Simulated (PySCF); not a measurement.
**BO−: from the state search to spectroscopic constants**

One table from this session's results is given with a row withheld; the runs are named, their logs left out.

Method: B def2-TZVPPD, O def2-TZVPPD, no relativity; program: PySCF 2.14.0.

2 further runs of the same task are left out: 2 set aside as unsound or not needed.

The first run:

Settings of the job:

```json
{
  "atoms": "B, O",
  "charge": "-1",
  "basis": "B def2-TZVPPD, O def2-TZVPPD",
  "Hamiltonian": "no relativity",
  "basis functions": "77",
  "electrons treated": "14",
  "masses in u": "11.0093, 15.9949",
  "levels": "PBE0, PBE, r²SCAN, BP86, TPSS, B3LYP, PBEsol, r²SCANh, ωB97X, MP2, SCS-MP2, CCSD, CCSD(T)",
  "grid": "80 radial by 434 angular points",
  "occupations": "held fixed by the projection of orbital angular momentum",
  "dissociation limit": "B + O−, each in its ground configuration",
  "starting distance in angstrom": "1.515",
  "values of 2S to try": "0, 2"
}
```

The run is started by

```bash
$ OMP_NUM_THREADS=1 python dia.py task.json out
```

Among the steps run: Set-up; First curve: PBE0; PBE (GGA); r²SCAN (meta-GGA); BP86 (GGA); TPSS (meta-GGA); B3LYP (global hybrid GGA); PBEsol; r²SCANh (hybrid meta-GGA); ωB97X (range-separated hybrid); Correlated methods on the Hartree–Fock reference.

One of the session's tables, all rows but one given; the rest of the session is left out.

It belongs to the step «The curves together». Energy (eV) from each level's lowest point:

| R (Å) | RHF-MP2 | RHF-SCS-MP2 | RHF-CCSD | RHF-CCSD(T) | PBE |
| --- | --- | --- | --- | --- | --- |
| 1.061 | 1.811 | 1.792 | n/a | n/a | 1.743 |
| 1.111 | 0.869 | 0.855 | 0.796 | 0.851 | 0.826 |
| 1.160 | ? | ? | ? | ? | ? |
| 1.197 | 0.093 | 0.088 | 0.070 | 0.087 | 0.083 |
| 1.234 | 0.000 | 0.000 | 0.000 | 0.000 | 0.000 |
| 1.271 | 0.009 | 0.014 | 0.033 | 0.015 | 0.017 |
| 1.320 | 0.142 | 0.154 | 0.199 | 0.157 | 0.159 |
| 1.382 | 0.449 | 0.470 | 0.549 | 0.474 | 0.472 |
| 1.456 | 0.948 | 0.979 | 1.100 | 0.985 | 0.974 |
| 1.555 | 1.726 | 1.773 | n/a | n/a | 1.749 |

Q: Estimate the row for R (Å) = 1.160 from the others.

Worked estimate for «RHF-MP2». A straight line through the neighbours (1.111, 0.869) and (1.197, 0.093) gives 0.869 + (0.093 − 0.869) × (1.160 − 1.111) / (1.197 − 1.111) = 0.427; a parabola fitted to 4 rows on both sides gives 0.305.

The run gave: RHF-MP2: 0.315; RHF-SCS-MP2: 0.306; RHF-CCSD: 0.270; RHF-CCSD(T): 0.303; PBE: 0.292. In «RHF-MP2» the line misses by +0.112 and the parabola by -0.010.
